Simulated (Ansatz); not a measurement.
Relaxation of BH2LiS (5 atoms, charge 0, multiplicity 1), to a largest force component of 0.02 eV/Å in at most 50 steps.

Theory: UKS PBE-D4/def2-SVP in Ansatz.

```xyz
5
Properties=species:S:1:pos:R:3
Li 1.211 -1.091 1.771
S -0.299 -1.174 0.231
B -0.299 0.404 -0.500
H -1.287 -1.756 -0.537
H 0.430 1.255 -0.118
```

Task: Where does it end, and by what steps?

Result: The run converged. After 28 steps the energy has fallen by 1.802 eV; Li1 moved furthest, 1.54 Å. Parted: Li1–S2 (2.16 → 3.63 Å). Joined: Li1–B3 (3.11 → 2.17 Å).

```json
{"step": "0", "energy less start (eV)": "0.0000", "largest force component (eV/Å)": "0.836", "accepted": "yes"}
{"step": "1", "energy less start (eV)": "-0.2006", "largest force component (eV/Å)": "0.340", "accepted": "yes"}
{"step": "2", "energy less start (eV)": "-0.2151", "largest force component (eV/Å)": "0.340", "accepted": "yes"}
{"step": "3", "energy less start (eV)": "-0.2986", "largest force component (eV/Å)": "0.486", "accepted": "yes"}
{"step": "4", "energy less start (eV)": "-0.4206", "largest force component (eV/Å)": "0.535", "accepted": "yes"}
{"step": "5", "energy less start (eV)": "-0.4938", "largest force component (eV/Å)": "0.296", "accepted": "yes"}
{"step": "6", "energy less start (eV)": "-0.4930", "largest force component (eV/Å)": "0.254", "accepted": "no"}
{"step": "7", "energy less start (eV)": "-0.4998", "largest force component (eV/Å)": "0.235", "accepted": "yes"}
{"step": "8", "energy less start (eV)": "-0.5227", "largest force component (eV/Å)": "0.097", "accepted": "yes"}
{"step": "9", "energy less start (eV)": "-0.5286", "largest force component (eV/Å)": "0.113", "accepted": "yes"}
{"step": "10", "energy less start (eV)": "-0.5484", "largest force component (eV/Å)": "0.234", "accepted": "yes"}
{"step": "11", "energy less start (eV)": "-0.5860", "largest force component (eV/Å)": "0.403", "accepted": "yes"}
{"step": "12", "energy less start (eV)": "-0.6424", "largest force component (eV/Å)": "1.065", "accepted": "yes"}
{"step": "13", "energy less start (eV)": "-0.6776", "largest force component (eV/Å)": "1.698", "accepted": "yes"}
{"step": "14", "energy less start (eV)": "-0.8814", "largest force component (eV/Å)": "0.445", "accepted": "yes"}
{"step": "15", "energy less start (eV)": "-0.8041", "largest force component (eV/Å)": "0.484", "accepted": "no"}
{"step": "16", "energy less start (eV)": "-0.9056", "largest force component (eV/Å)": "0.242", "accepted": "yes"}
{"step": "17", "energy less start (eV)": "-0.9222", "largest force component (eV/Å)": "0.259", "accepted": "yes"}
{"step": "18", "energy less start (eV)": "-0.9597", "largest force component (eV/Å)": "0.374", "accepted": "yes"}
{"step": "19", "energy less start (eV)": "-1.0541", "largest force component (eV/Å)": "0.802", "accepted": "yes"}
{"step": "20", "energy less start (eV)": "-1.2186", "largest force component (eV/Å)": "1.209", "accepted": "yes"}
{"step": "21", "energy less start (eV)": "-1.4393", "largest force component (eV/Å)": "1.191", "accepted": "yes"}
{"step": "22", "energy less start (eV)": "-1.6443", "largest force component (eV/Å)": "0.776", "accepted": "yes"}
{"step": "23", "energy less start (eV)": "-1.6969", "largest force component (eV/Å)": "1.053", "accepted": "yes"}
{"step": "24", "energy less start (eV)": "-1.7864", "largest force component (eV/Å)": "0.280", "accepted": "yes"}
{"step": "25", "energy less start (eV)": "-1.7978", "largest force component (eV/Å)": "0.216", "accepted": "yes"}
{"step": "26", "energy less start (eV)": "-1.8022", "largest force component (eV/Å)": "0.040", "accepted": "yes"}
{"step": "27", "energy less start (eV)": "-1.8009", "largest force component (eV/Å)": "0.060", "accepted": "no"}
{"step": "28", "energy less start (eV)": "-1.8025", "largest force component (eV/Å)": "0.007", "accepted": "yes"}
```

```xyz
5
Properties=species:S:1:pos:R:3
Li 2.161 -0.737 0.610
S -1.373 -0.766 -0.210
B 0.146 0.018 0.340
H -0.992 -2.061 -0.454
H -0.188 1.184 0.561
```

Whether the end is a true minimum wasn't checked by a vibrational analysis.

Time of the run: 3.1 min on 1 thread of Arm Neoverse N1 (shared host), peak memory 0.15 GiB.
